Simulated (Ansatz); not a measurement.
`[Li][Cl]` at its PBE0-D4/def2-TZVP geometry, where that method's forces vanish. Total charge 0; spin multiplicity 1.

```xyz
2

Li   -0.1913    0.7962   -0.5859
Cl    0.1913   -0.7962    0.5859
```

(1) What forces (eV/Å) does B3LYP-D4/def2-TZVPP give on these atoms in the Gaussian-basis code of Ansatz? (Estimate.)

## Answers

(1) The calculation gave: 
```
Li1 -0.010  0.041 -0.030
Cl2  0.010 -0.041  0.030
```

B3LYP here is the variant with VWN-RPA as its local correlation; programs differ in this.
